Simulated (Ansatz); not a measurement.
# H9O4: the cost of one run

Computed with Ansatz 0.2.0 (the levels named in each step, unless a step's input says otherwise).

### 1 Starting point

Bond lengths: O1–H5 0.962 Å, O1–H6 0.961 Å, O2–H7 0.962 Å, O2–H8 0.961 Å, O3–H9 0.962 Å, O3–H10 0.962 Å, O4–H11 1.019 Å, O4–H12 1.019 Å, O4–H13 1.019 Å. Angles: H5–O1–H6 107.4°, H7–O2–H8 107.4°, H9–O3–H10 107.5°, H11–O4–H12 108.0°, H11–O4–H13 108.3°, H12–O4–H13 108.3°.

As a file:

```xyz
13

O    -0.5552   -0.7875    2.1849
O     2.2439    0.6032   -0.4786
O    -1.7180    0.8367   -1.4106
O     0.0303   -0.6695   -0.3037
H    -1.0851   -1.5139    2.5258
H     0.0881   -0.5584    2.8616
H     3.0824    0.1338   -0.5153
H     2.3267    1.3840   -1.0336
H    -1.9903    0.6839   -2.3201
H    -2.4832    1.1678   -0.9315
H     0.9203   -0.1822   -0.4005
H    -0.6894   -0.1013   -0.7475
H    -0.1870   -0.7440    0.6895
```

### 2 A rough first relaxation, PBE-D4/def2-SVP

This run stands in another session on the same molecule. It ended at:

```xyz
13

O    -0.6314   -0.8493    2.1849
O     2.3271    0.5249   -0.4485
O    -1.7204    0.8268   -1.5008
O     0.0251   -0.5394   -0.2528
H    -0.8067   -1.7604    2.4911
H    -0.1749   -0.4108    2.9287
H     3.0334   -0.0051   -0.8666
H     2.4763    1.4403   -0.7546
H    -2.1634    0.4030   -2.2616
H    -2.4149    1.3514   -1.0579
H     0.9446   -0.0774   -0.3725
H    -0.7191    0.0075   -0.7221
H    -0.1922   -0.6587    0.7529
```

### 3 Relaxation, HF/STO-3G

The input, input.yaml:

```yaml
crystal:
  periodic: [false, false, false]
  atoms:
    - { symbol: O, position_ang: [-0.63141946, -0.84929578, 2.18494465] }
    - { symbol: O, position_ang: [2.32709656, 0.52490728, -0.44848849] }
    - { symbol: O, position_ang: [-1.72039922, 0.82676515, -1.50076473] }
    - { symbol: O, position_ang: [0.02513771, -0.53935407, -0.2528401] }
    - { symbol: H, position_ang: [-0.80671078, -1.76044018, 2.49106167] }
    - { symbol: H, position_ang: [-0.17489244, -0.41084127, 2.92869364] }
    - { symbol: H, position_ang: [3.03342704, -0.00512043, -0.86657609] }
    - { symbol: H, position_ang: [2.47627002, 1.4403489, -0.75456436] }
    - { symbol: H, position_ang: [-2.16337745, 0.40295044, -2.26162086] }
    - { symbol: H, position_ang: [-2.41494509, 1.35135626, -1.057876] }
    - { symbol: H, position_ang: [0.94456352, -0.07740251, -0.37247882] }
    - { symbol: H, position_ang: [-0.71905395, 0.00746749, -0.72210131] }
    - { symbol: H, position_ang: [-0.19222646, -0.65866126, 0.75294081] }
total_charge: 1
basis:
  gaussian: { orbitals: STO-3G }
hamiltonian:
  xc: hf
relax:
  f_tol: 0.004
  max_steps: 150
```

On the command line:

```console
$ ansatz run input.yaml --threads 4 --pin off --max-ram 10240MiB --backend cpu --events-out ev --progress --plain --runs-dir out
```

Q: Estimate wall time and peak memory on 4 threads of AMD EPYC (Zen 3), shared host.

About 3.6 s, with a peak of 0.089 GiB.
